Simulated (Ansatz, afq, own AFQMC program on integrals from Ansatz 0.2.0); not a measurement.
Two steps: Ansatz 0.2.0 writes the Fock matrix and Cholesky factors of the valence space, and afq projects on them the lowest state that overlaps trial and start.

```yaml
crystal:
  periodic: [false, false, false]
  atoms:
    - {symbol: Ge, position_ang: [0.000000, -0.030750, 0.000000]}
    - {symbol: H, position_ang: [0.000000, 1.108044, -1.158429]}
    - {symbol: H, position_ang: [0.000000, 1.108039, 1.158434]}
basis:
  gaussian: {orbitals: aug-cc-pVDZ}
total_charge: -1
magnetization: {spin_polarized: true, initial_magnetization: 1}
correlation: {method: ccsd_t, electrons: outside_noble_gas, hamiltonian_folder: ham}
```

```sh
$ ansatz run in.yaml --threads 1 --pin off --events-out ev --progress --plain --max-ram 1382MiB
```

afq runs on the folder ham with

```
--method phaseless --trial cisd --walkers 60 --populations 1 --least-time 40 --time-step 0.005 --steps-per-block 50 --equilibration-blocks 28 --max-blocks 300 --target-error 0.00032 --factor-cut 1e-05 --start spin_pure --seed 165 --release-times 0.24,0.51,0.99,1.62,2.4 --release-step 0.03 --release-every 4 --taylor-order 6
```

Times are imaginary, in 1/Eh. The walk had a cap of 1149 s. Filled inner d shells are frozen with the cores.

afq prints:

```
orbitals 40  electrons 4 3  factors 322 of 576
reference energy -2076.46713166 Eh
CCSD correlation -0.12685050 Eh in 11 cycles, weight of the determinant in the CISD state 0.9043
energy of the start -2076.593713 Eh
 block  time / (1/Eh)  mean weight  energy / Eh
     1     0.250  1.0003  -2076.592814
     2     0.500  0.9984  -2076.593229
     3     0.750  0.9993  -2076.594470
     4     1.000  1.0004  -2076.595953
     5     1.250  1.0000  -2076.597234
    10     2.500  1.0001  -2076.595050
    29     7.250  0.9978  -2076.600232
    49    12.250  1.0010  -2076.598126
    69    17.250  1.0008  -2076.598542
    89    22.250  1.0010  -2076.597936
    93    23.250  1.0004  -2076.607750
   109    27.250  1.0002  -2076.601089
   129    32.250  0.9978  -2076.597601
   149    37.250  1.0004  -2076.597797
   165    41.250  1.0004  -2076.595578
   169    42.250  0.9994  -2076.595850
   185    46.250  1.0002  -2076.598423
blocks merged  error / Eh  count
     1  0.000157  160
     2  0.000198  80
     4  0.000239  40
     8  0.000245  20
    16  0.000278  10
released: time / (1/Eh)  energy / Eh  error  mean overlap
  0.24  -2076.598385  0.000228  1.0021
  0.51  -2076.598666  0.000251  0.9947
  0.99  -2076.598426  0.000239  1.0023
  1.62  -2076.598141  0.000218  1.0298
  2.40  -2076.598739  0.000254  1.0102
energy -2076.598592 +/- 0.000245 Eh
(rows thinned)
```

The run passed its tests (sampling time, drift between the halves within three errors, error under three times the target), which doesn't prove that it has relaxed. The second half of the sampling lies above the first by 2.1 errors of their difference, so the energy may still be moving and its error bar be too small.

Against this walk (error 6.7 meV) on the same determinant: CCSD(T) 22.1 meV higher, CCSDT(Q) 5.4 meV lower (within the noise). The error is statistical and leaves out the bias of the constraint. Released to 2.40 1/Eh the energy moves by -4 ± 10 meV (both errors), within twice the noise.

Cautions: constraint bias not in the error; no relativity below Rb; no spin-orbit coupling; inner d shell frozen.

The walk took 3.9 min on 1 thread of Arm Neoverse V1, on a shared host. The log's last line is the phaseless energy.

CCSDT and higher add their correlation energy to the determinant of the CCSD(T) run, since their own runs factorise the integrals more tightly (a shift of under 2 meV). A walk keeps the symmetry of its determinant, which the program's search chose and which needn't be the lowest solution, so a lower state of the same spin and another symmetry isn't excluded.
